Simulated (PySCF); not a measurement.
C₄H₃OS (charge -1).
Bonds: S1–C2, C2–C3 (aromatic), C3–C4 (aromatic), C4–C5 (aromatic), C5–O6 (aromatic), C2–O6 (aromatic). Hydrogens: H7 on C3; H8 on C4; H9 on C5.

Probes without a nucleus sit at each ring's centroid and 1 Å off its mean plane on both sides; NICS is minus the shielding there, NICSzz its component along the normal. Level: GIAO PBE0/pcSseg-1 (PySCF, non-relativistic, gas phase) on the GFN2-xTB geometry, one conformer.

Ring bond lengths (Å), with Mayer bond orders in brackets: C2–C3 1.383 (1.42), C3–C4 1.410 (1.27), C4–C5 1.360 (1.58), C5–O6 1.361 (1.05), O6–C2 1.368 (1.01).

What do the NICS probes read (ppm)?

```
          ring                                               type  NICS(0)  NICS(1), two faces  NICS(1)zz, two faces  rms pucker (Å)  centre to ring atoms, mean (Å)
C2–C3–C4–C5–O6  5-membered ring with O; formal bonds all aromatic    -10.1         -8.4 / -8.4         -20.3 / -20.3            0.00                            1.17
```

What can be read from them?

- C2–C3–C4–C5–O6: mean NICS(1)zz -20.3 ppm, shielded, aromatic by this magnetic criterion (flat ring, no four-coordinate atom).

What does the geometric index give? HOMA = 1 − mean of α(R − Ropt)² over the ring bonds, with Krygowski's 1993 parameters (CC: Ropt 1.388 Å, α 257.7 Å⁻²; CO: Ropt 1.265 Å, α 157.38 Å⁻²).

- C2–C3–C4–C5–O6: HOMA 0.31; the largest term is that of O6–C2, α(R − Ropt)² = 1.69.

At the second NICS(1) probe listed for ring C2–C3–C4–C5–O6, 1 Å off the ring, what do the in-plane components average?

The isotropic value is a third of the trace: (3 × -8.4 − (-20.3))/2 = -2.5 ppm.

How shielded are the nuclei of the rings and their hydrogens (means over atoms taken as equivalent)?

| atoms | environment | σ isotropic (ppm) | principal values of the symmetric part, first atom (ppm) |
| --- | --- | --- | --- |
| C2 | substituted aromatic carbon | 0.5 | -92.5, 21.2, 72.7 |
| C3 | aromatic CH carbon | 83.4 | 6.6, 105.3, 138.5 |
| C4 | aromatic CH carbon | 71.6 | -20.7, 77.4, 158.2 |
| C5 | aromatic CH next to a ring oxygen | 57.7 | -3.1, 72.1, 103.9 |
| O6 | furan-type oxygen | 18.3 | -140.6, -26.5, 222.0 |
| H7 | aromatic hydrogen | 26.39 | 23.6, 26.5, 29.0 |
| H8 | aromatic hydrogen | 25.90 | 25.1, 26.0, 26.5 |
| H9 | aromatic hydrogen | 25.19 | 23.1, 24.8, 27.7 |

On one thread of an Arm Neoverse V1 (shared host), this took 9.2 s wall. This is the whole shielding run at PBE0/pcSseg-1, SCF included.
